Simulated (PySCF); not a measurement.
Molecule: `CCC(=O)Cl`, C$_{3}$H$_{5}$ClO.

Atoms are numbered as in `[CH3:1][CH2:2][C:3](=[O:4])[Cl:5]` (H(Xn): hydrogen on atom n).

Geometry PBE0-D3(BJ)/def2-SVP throughout; GIAO in PySCF 2.14.0 with density-fitted response routines, gas phase, one conformer, non-relativistic; equivalent atoms averaged; basis pcSseg-2.

(1) How do the absolute shieldings σ depend on the functional? (ppm; last column core-seconds on 1 thread of an Arm Neoverse V1, shared host; the GGAs took longer than the global hybrids here, which isn't the general rule, and the cause wasn't traced)

(2) Which nucleus moves most, in ppm?

## Answers

(1) 
```tsv
functional	kind	C3	C2	C1	O4	Cl5	H(C2)	H(C1)	core-s
HF	Hartree–Fock	5.5	151.3	180.5	-255.6	577.9	29.08	30.49	14
LDA	LDA	-16.0	132.7	171.2	-247.6	407.3	27.64	29.79	31
PBE	GGA	-11.0	132.8	168.3	-236.2	441.2	28.12	30.15	37
BLYP	GGA	-17.4	127.7	163.3	-239.7	423.6	28.33	30.30	37
BP86	GGA	-11.0	132.4	167.9	-234.7	438.0	28.19	30.20	36
OPBE	GGA	1.9	139.7	172.6	-214.3	481.7	28.16	30.17	38
KT2	GGA	1.5	136.7	171.1	-209.2	482.1	28.13	30.14	36
KT3	GGA	2.0	136.3	169.1	-203.5	490.4	28.33	30.27	36
B97-D	GGA	-7.2	133.1	166.9	-216.2	453.5	28.36	30.32	37
B3LYP	global hybrid	-13.2	133.2	167.9	-250.5	455.0	28.45	30.30	25
PBE0	global hybrid	-6.1	139.1	173.3	-249.1	480.1	28.33	30.19	24
mPW1PW91	global hybrid	-7.1	138.4	172.5	-250.6	476.9	28.38	30.23	25
```

(2) Cl5 (chlorine bonded to C): from 407.3 ppm with LDA to 577.9 ppm with HF. The smallest spread is 0.70 ppm, at H(C1). Proton shifts span only some 12 ppm, so a few tenths of a ppm matter as much there as several ppm in carbon.
